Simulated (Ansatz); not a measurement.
**S₂ (triplet): basis-set convergence**

The task here is to estimate one member of a computed series from the others.

Program: Ansatz 0.2.0, Gaussian basis. Level of theory: one geometry, several basis sets. These are calculated values, not measurements.

Levels to be run: PBE0-D4/def2-SVP; ωB97M-V/def2-SVP; PBE0-D4/def2-QZVPP; ωB97M-V/def2-QZVPP; CCSD(T)/cc-pV(D+d)Z; CCSD(T)/cc-pV(T+d)Z; CCSD(T)/cc-pV(Q+d)Z; the functionals' def2-TZVPP values are taken from earlier runs.

### The relaxed structure

All runs share one geometry, relaxed beforehand with PBE0-D4 in a triple-zeta def2 set.

SMILES `[S][S] m3`, 2 atoms, charge 0, spin multiplicity 3.

Atoms are counted from 1 here; the program's logs count them from 0.

Bond lengths: S1–S2 1.886 Å.

Geometry (Å):

| atom | x (Å) | y (Å) | z (Å) |
| --- | --- | --- | --- |
| S1 | 0.0000 | 0.0000 | 0.9432 |
| S2 | 0.0000 | 0.0000 | -0.9432 |

Set-up of the first run:

Input file in.yaml:

```yaml
crystal:
  periodic: [false, false, false]
  atoms:
    - {symbol: S, position_ang: [-0.000000, -0.000000, 0.943242]}
    - {symbol: S, position_ang: [0.000000, 0.000000, -0.943242]}
basis:
  gaussian: {orbitals: def2-SVP}
magnetization: {spin_polarized: true, initial_magnetization: 2}
hamiltonian: {xc: pbe0, dispersion: d4}
output: {orbitals: {seedname: orbitals}}
```

Started as:

```
$ ansatz run in.yaml --threads 2 --pin off --events-out ev --progress --plain --max-ram 32768MiB --backend cpu
```

Among the steps run: PBE0-D4 in def2-SVP; ωB97M-V in def2-SVP; PBE0-D4 in def2-QZVPP; ωB97M-V in def2-QZVPP.

One of the session's tables, all rows but one given; the rest of the session is left out.

| functional | basis | HOMO (eV) | LUMO (eV) |
| --- | --- | --- | --- |
| PBE0-D4 | def2-SVP | ? | ? |
| PBE0-D4 | def2-TZVPP | -7.05 | -3.51 |
| PBE0-D4 | def2-QZVPP | -7.10 | -3.55 |
| ωB97M-V | def2-SVP | -8.87 | -1.36 |
| ωB97M-V | def2-TZVPP | -8.96 | -1.54 |
| ωB97M-V | def2-QZVPP | -9.03 | -1.64 |

Q: Estimate the row for PBE0-D4, def2-SVP from the others.

As computed: HOMO (eV): -6.98; LUMO (eV): -3.44. In the column «HOMO (eV)» it is the highest.
